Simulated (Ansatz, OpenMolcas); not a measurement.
## BF (SMILES [B]F): methods side by side

BF has 2 atoms, charge 0, and is taken as a singlet. SMILES: `[B]F`. The coordinates come from a PBE0-D4/def2-TZVP relaxation.

```jsonl
{"atom": "B", "x (Å)": "0.0000", "y (Å)": "0.0000", "z (Å)": "-0.0094"}
{"atom": "F", "x (Å)": "0.0000", "y (Å)": "0.0000", "z (Å)": "1.2537"}
```

Each level gives the energy change with the B1–F2 bond stretched from 1.263 to 1.556 Å (eV). The values are calculated.

| level | kind | program | value (eV) |
| --- | --- | --- | --- |
| HF/STO-3G (restricted) | Hartree–Fock | Ansatz | 1.91 |
| PBE/STO-3G (restricted) | GGA | Ansatz | 1.20 |
| PBE0/STO-3G (restricted) | global hybrid | OpenMolcas | 1.49 |
| CASSCF(2,2)/STO-3G | multireference | OpenMolcas | 1.81 |
| ACPF/STO-3G (restricted) | coupled cluster or CI | OpenMolcas | ? |
| BCCD(T)/STO-3G (restricted) | coupled cluster or CI | Ansatz | 1.52 |
| CISD/STO-3G (restricted) | coupled cluster or CI | OpenMolcas | ? |
| FCI/STO-3G | exact in the basis | Ansatz | 1.50 |

Task: Estimate the missing values from the other rows.

Result: As computed at these levels: ACPF/STO-3G (restricted): 1.51 eV; CISD/STO-3G (restricted): 1.61 eV. The first shape isn't each level's own minimum. The values span 1.20 to 1.91 eV. All rows use very small basis sets, so even the best lies far from the true value.
